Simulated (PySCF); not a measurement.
Gas-phase reaction: 2 SiH2 + H → Si2H5

Computed with PySCF and rigid-rotor harmonic-oscillator thermochemistry at 1 bar. † marks an energy on the PBE0/def2-TZVP geometry and frequencies; other levels use their own. 6-31G* has spherical d functions here. Open shells (unrestricted): H (multiplicity 2), Si2H5 (multiplicity 2); the rest are closed-shell singlets. B3LYP is the form with VWN-RPA correlation. Si2H5: computed as isolated molecules; such fragments, hydroxides, amides, oligomers or adducts are transient or little studied in the gas.

PBE/def2-TZVP† gives ΔH°(298 K) = -540 kJ.

What do HF/def2-TZVP†, HF/6-31G*, B3LYP/def2-TZVP† give?

HF/def2-TZVP†: -484 kJ; HF/6-31G*: -471 kJ; B3LYP/def2-TZVP†: -518 kJ. For scale, ΔH°(298 K) is -540 kJ at this level, -511 kJ at ωB97M-V/def2-TZVP†, and runs from -596 to -471 kJ over the 20 levels computed.
